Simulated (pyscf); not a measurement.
AsH₃ (SMILES [AsH3]) + SiH₄ (SMILES [SiH4]) → H₃Si–AsH₂ (SMILES [SiH3][AsH2]) + H₂ (SMILES [H][H]) (four-centre exchange; singlet surface; As–H, H–Si broken, As–Si, H–H formed). Single points on ωB97X-D3(BJ)/def2-SVP structures (PySCF, gas phase). Energies in kcal/mol from the separated reactants.

| level | barrier | reaction energy |
|---|---|---|
| ωB97X-D3(BJ)/def2-TZVP | 62.8 | -5.3 |
| PBE/def2-TZVP | … | -2.8 |
| B3LYP-D3(BJ)/def2-TZVP | 62.0 | -1.8 |
| PBE0-D3(BJ)/def2-TZVP | 57.8 | -3.1 |
| M06-2X/def2-TZVP | … | … |
| HF/def2-TZVP | 86.5 | +4.5 |

**Question.** What belongs in the gaps?

**Answer.** 
- PBE/def2-TZVP, barrier: 55.1
- M06-2X/def2-TZVP, barrier: 63.9
- M06-2X/def2-TZVP, reaction energy: -2.9

The functionals in the table span 8.9 kcal/mol in this barrier, from PBE to M06-2X. At the saddle there is also a short H–Si contact that neither side keeps. This is the saddle that the search found; another between the same sides may lie lower. Elements up to Kr have no core potential and no relativistic terms here.
